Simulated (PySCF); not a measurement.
## Redox energetics: nitrosyl fluoride

Parent: nitrosyl fluoride, `O=NF` (FNO). Numbering: `[O:1]=[N:2][F:3]`

Computed at PBE0-D3(BJ)/ma-def2-TZVP // PBE0-D3(BJ)/ma-def2-SVP with PySCF (density fitting, grid level 2). Zero-point and thermal terms (298.15 K, 1 bar) come from unscaled PBE0-D3(BJ)/ma-def2-SVP harmonic frequencies, with soft modes damped to free rotors in the entropy.

Frontier levels of the parent: HOMO -9.88 eV, LUMO -3.38 eV.

Oxidation to the radical cation:
```
Vertical ionisation energy (electronic)              : 13.01 eV
Adiabatic ionisation energy (with zero-point energy) : 12.54 eV
Adiabatic, electronic part                           : 12.52 eV
Vertical gap at the product's structure              : 11.49 eV
Inner reorganisation energy (four-point)             : 1523 meV
Relaxation of product / of parent                    : 489 / 1034 meV
⟨S²⟩ of the product                                  : 0.756
Largest spin populations                             : N2 0.42, O1 0.37, F3 0.21
Largest changes of atomic charge                     : F3 0.39, N2 0.32, O1 0.29
Distances that move most (Å)                         : N2–F3 1.484 → 1.286; O1–N2 1.130 → 1.116
```

Vertical electron affinity to the radical anion: 0.45 eV. This state was not relaxed.

Measured values (NIST Chemistry WebBook, evaluated or the median of agreeing entries): adiabatic ionisation energy 12.65 eV (computed 12.54, difference -0.11).

Structures, frequencies and single points took 27 s of wall time on 1 thread of Arm Neoverse V2 (shared host), launched as `OMP_NUM_THREADS=1 python redox_run.py task.json out`.
